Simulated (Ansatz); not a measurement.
# CPO (doublet): relaxing a cheap start

Aim: relax a generated start of CPO (doublet) and see which bonds hold.

Method: UKS PBE0/def2-TZVP; program: Ansatz 0.2.0, Gaussian basis.

## 1. The system as given

3 atoms, charge 0, spin multiplicity 2.

Atoms are counted from 1 here; the program's logs count them from 0.

Bond lengths: C1–P2 1.634 Å, P2–O3 1.461 Å. Angles: C1–P2–O3 137.1°.

The start was built by rule and, where that kept it together, relaxed with GFN2-xTB. Sticks and bond lists go by distance. 

## 2. Relaxation

The input, in.yaml:

```yaml
crystal:
  periodic: [false, false, false]
  atoms:
    - {symbol: C, position_ang: [-1.586490, -0.298412, -0.003006]}
    - {symbol: P, position_ang: [-0.053932, 0.267501, 0.002208]}
    - {symbol: O, position_ang: [1.295383, -0.293847, -0.002017]}
basis:
  gaussian: {orbitals: def2-TZVP}
magnetization: {spin_polarized: true, initial_magnetization: 1}
hamiltonian: {xc: pbe0}
relax: {f_tol: 0.004, max_steps: 80}
```

Command:

```sh
ansatz run in.yaml --threads 1 --pin off --events-out ev --progress --plain --max-ram 2176MiB
```

**Question.** What will these runs give? Wanted: energy gained; shift from the start; total energy; dipole moment; ⟨S²⟩.

**Answer**, as computed:

| quantity | value |
| --- | --- |
| steps | 7 |
| energy gained | 0.080 eV |
| shift from the start (rms) | 0.125 Å |
| total energy | -12361.7393 eV |
| dipole moment | 0.84 D |
| ⟨S²⟩ | 0.770 |

**Reading.** The bonds of the start are those of the end. C1–P2 went from 1.634 to 1.648 Å. No vibrations were run, so this is a stationary point, not a proven minimum, and this spin need not be the ground state's.
